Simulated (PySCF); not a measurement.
Work out the structure from these simulated measurements.

Formula: C4H12P2.

| Item | Value |
| --- | --- |
| Rotational structure | rotational constants A, B, C: 3.076, 1.750, 1.299 GHz [PBE0-D3(BJ)/def2-TZVP] |
| NMR, other nuclei | isotropic shieldings of nuclei other than C and H, by class: 367 (2 P) ppm [GIAO PBE0/pcSseg-2] |
| Dipole | 0.00 D by symmetry (numerical residue 0.01 D) [PBE0/pcSseg-2] |
| 13C NMR | chemical shifts (computed TMS as zero) by class: 13.6 (4 C) ppm [GIAO PBE0/pcSseg-2] |
| 1H NMR | chemical shifts (computed TMS as zero) by class: 1.03 (12 H) ppm [GIAO PBE0/pcSseg-2] |

The electronic properties come from PySCF, for the isolated species, density fitting. Levels stand in brackets. Geometry: PBE0-D3(BJ)/def2-TZVP, one conformer, isolated molecule. NMR values are class means; diastereotopic atoms form classes of their own.

Question: What is the compound? Reason from the data.

Answer: Numbering: `[CH3:1][P:2]([CH3:3])[P:4]([CH3:5])[CH3:6]`. 4 carbons fall into 1 class: sp3 carbon bound to phosphorus [C1/C3/C5/C6] (13.6 ppm, 4 C). All hydrogens form one class (1.03 ppm): methyl hydrogen. The other shieldings belong to: 367 ppm, three-coordinate phosphorus [P2/P4]. The vanishing dipole is forced by symmetry. The optimised geometry has point group C2h and is an asymmetric top. Structure: `CP(C)P(C)C` (PMe2PMe2). The assignments are read from this structure; whether some other isomer fits the data as well wasn't checked.

Shape of the structure used: `[CH3:1][P:2]([CH3:3])[P:4]([CH3:5])[CH3:6]`: C1–P2–P4–C5 79°.
